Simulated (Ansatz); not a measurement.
System (SMILES): [C-]#[S+] (C-S).
Atoms: C1, S2. Bonds: C1-S2.

How fast the highest harmonic wavenumber converges with the basis for several methods (Ansatz, a first-principles code): deviation from each method's own reference, in cm⁻¹. References: CCSD(T) 1281 cm⁻¹, the value in def2-QZVPP; HF 1423 cm⁻¹, the value in aug-cc-pV(Q+d)Z; MP2 1305 cm⁻¹, the value in aug-cc-pV(Q+d)Z; PBE 1260 cm⁻¹, the value in aug-cc-pV(Q+d)Z; PBE0 1331 cm⁻¹, the value in aug-cc-pV(Q+d)Z. Cartesian d functions, on some or all atoms, in 6-311G**, 6-311+G**; all else is spherical. In correlated methods cores are frozen. No added dispersion term, no relativity. Each level at its own minimum, unscaled; the references are large sets that could be run, not limits.

```tsv
basis	functions	CCSD(T)	HF	MP2	PBE	PBE0
cc-pV(D+d)Z	37	-10	14	-3	…	5
6-311G**	45	-2	5	10	…	-2
6-311+G**	53	3	6	16	…	1
pcseg-2	64	9	2	15	…	1
def2-TZVP	68	-4	2	0	…	2
cc-pV(T+d)Z	69	-9	-1	-5	…	-1
6-311++G(3df,3pd)	86	0	4	5	…	4
def2-TZVPPD	88	-6	0	-1	…	1
aug-cc-pV(T+d)Z	101	-11	-3	-7	…	-1
cc-pCVTZ	102	-8	-2	-4	…	-3
cc-pV(Q+d)Z	119	0	0	1	…	0
def2-QZVPP	127	0	0	1	…	0
```

Some entries are withheld; supply them.


- cc-pV(D+d)Z, PBE: 0
- 6-311G**, PBE: -8
- 6-311+G**, PBE: -2
- pcseg-2, PBE: 0
- def2-TZVP, PBE: 2
- cc-pV(T+d)Z, PBE: -1
- 6-311++G(3df,3pd), PBE: 4
- def2-TZVPPD, PBE: 1
- aug-cc-pV(T+d)Z, PBE: 0
- cc-pCVTZ, PBE: -4
- cc-pV(Q+d)Z, PBE: -1
- def2-QZVPP, PBE: -1

Mean absolute deviation over 6-311G**, 6-311+G**, pcseg-2, def2-TZVP, cc-pV(T+d)Z, 6-311++G(3df,3pd), def2-TZVPPD, aug-cc-pV(T+d)Z, cc-pCVTZ: PBE0 2, PBE 3, HF 3, CCSD(T) 6, MP2 7 cm⁻¹.
